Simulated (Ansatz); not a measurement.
**BH3 (singlet): the correlation ladder at scale of all distances = 1.122, cc-pVDZ**

How much of the correlation energy of BH3 (singlet) does each wave-function method recover here?

Program: Ansatz 0.2.0, Gaussian basis. Level of theory: cc-pVDZ, core rule «outside noble gas», up to 1 orbitals frozen. These are calculated values, not measurements.

To be run: UHF; CCSD(T) on RHF; BCCD(T) on RHF; CISD; CCSDT(Q) on RHF; CCSDTQ on RHF; CASSCF and MRCISD+Q, 2 electrons in 2 orbitals; CASSCF and NEVPT2, 2 electrons in 2 orbitals; CASSCF and MRCISD+Q, 6 electrons in 7 orbitals; CASSCF and MRCISD+Q(relaxed), 6 electrons in 7 orbitals; CASSCF and NEVPT2, 6 electrons in 7 orbitals; Full CI.

14 further runs of the same task are left out: 4 for a known fault of the program, 8 that didn't finish, 2 set aside as unsound or not needed.

## Step 1: The geometry

The geometry derives from a PBE0/def2-TZVP stationary point (not a proven minimum). All distances are scaled together.

4 atoms, charge 0, spin multiplicity 1.

Atoms are counted from 1 here; the program's logs count them from 0.

Bond lengths: B1–H2 1.339 Å, B1–H3 1.339 Å, B1–H4 1.339 Å. Angles: H2–B1–H3 120.0°, H2–B1–H4 120.0°, H3–B1–H4 120.0°.

Geometry (Å):

```tsv
atom	x (Å)	y (Å)	z (Å)
B1	0.00000	0.00000	0.00000
H2	1.33897	0.01633	-0.00029
H3	-0.68363	1.15141	-0.00318
H4	-0.65534	-1.16774	0.00347
```

## Step 2: UHF

in.yaml

```yaml
crystal:
  periodic: [false, false, false]
  atoms:
    - {symbol: B, position_ang: [0.000000, 0.000000, 0.000000]}
    - {symbol: H, position_ang: [1.338969, 0.016331, -0.000289]}
    - {symbol: H, position_ang: [-0.683628, 1.151411, -0.003183]}
    - {symbol: H, position_ang: [-0.655340, -1.167742, 0.003473]}
basis:
  gaussian: {orbitals: cc-pVDZ}
magnetization: {spin_polarized: true, initial_magnetization: 0}
hamiltonian: {xc: hf}
output: {orbitals: {seedname: orbitals}}
```

Launch:

```
ansatz run in.yaml --threads 1 --pin off --events-out ev --progress --plain --max-ram 2393MiB
```

After this run come: CCSD(T) on RHF; BCCD(T) on RHF; CISD; CCSDT(Q) on RHF; CCSDTQ on RHF; CASSCF and MRCISD+Q, 2 electrons in 2 orbitals; CASSCF and NEVPT2, 2 electrons in 2 orbitals; CASSCF and MRCISD+Q, 6 electrons in 7 orbitals; CASSCF and MRCISD+Q(relaxed), 6 electrons in 7 orbitals; CASSCF and NEVPT2, 6 electrons in 7 orbitals; Full CI.

Before running them: what should the planned runs give, taken together? Wanted: FCI below the RHF energy; RMP2 from FCI; RCCSD from FCI; RCCSD(T) from FCI; RCCSDT(Q) from FCI; NEVPT2 pair from FCI; MRCISD+Q pair from FCI; NEVPT2 valence from FCI; T1 diagnostic.

**Answer**, as computed:

| quantity | value |
| --- | --- |
| FCI below the RHF energy | -3.3398 eV |
| RMP2 from FCI | +73.8 kJ/mol |
| RCCSD from FCI | +6.3 kJ/mol |
| RCCSD(T) from FCI | +1.4 kJ/mol |
| RCCSDT(Q) from FCI | 0.0 kJ/mol |
| NEVPT2 pair from FCI | +71.4 kJ/mol |
| MRCISD+Q pair from FCI | -1.8 kJ/mol |
| NEVPT2 valence from FCI | +51.1 kJ/mol |
| levels within 1 kcal/mol (43 meV) | RCCSD(T), BCCD(T), RCCSDT, RCCSDT(Q), RCCSDTQ, MRCISD+Q pair, MRCISD+Q valence, MRCISD+Q(relaxed) valence |
| T1 diagnostic | 0.007 |
| effectively unpaired electrons | 0.04 |

**Reading.** RCCSD(T) misses by +1.4 kJ/mol, 0.4 % of the correlation energy. MRCISD+Q pair, MRCISD+Q(relaxed) valence fall below full CI: the +Q correction isn't variational, and the cores differ from full CI's. One determinant dominates. Of the multireference levels listed MRCISD+Q valence comes nearest in total energy (+0.2 kJ/mol), which doesn't show that its space is the better one. These misses are within one basis, not against nature.
